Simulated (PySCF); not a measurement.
Argon: a sound run and one with changed settings

Sound run: Ar [Ar], Ar⁺ [Ne] 3s2 3p5. All numbers are calculated (PySCF 2.14, the non-relativistic Hamiltonian (point nucleus), in def2-SVP (4s3p1d, 18 functions)). The sound run starts from symmetry-adapted Hartree-Fock orbitals and uses a fine grid where one is needed.

Changed run: 14 angular points. This setting is unsound on purpose.

```csv
species,method,sound run (hartree),changed run (hartree),converged
Ar,UHF,-526.62338,-526.62338,yes
Ar,M06-2X,-527.34139,-527.34139,yes
Ar,TPSS,-527.36863,-527.36863,yes
Ar⁺,UHF,-526.08638,-526.08638,yes
Ar⁺,M06-2X,-526.76278,-526.76603,yes
Ar⁺,TPSS,-526.79306,-526.79385,yes
```

Ionisation energy of Ar:

| method | sound run (eV) | changed run (eV) |
| --- | --- | --- |
| UHF | 14.613 | 14.613 |
| M06-2X | 15.745 | 15.657 |
| TPSS | 15.662 | 15.641 |

A coarse angular grid integrates products of high-l functions wrongly, so density functionals can shift, and the SCF can exploit the error; Hartree-Fock and MP2 need no grid.

For comparison, NIST gives 15.760 eV between the lowest levels.
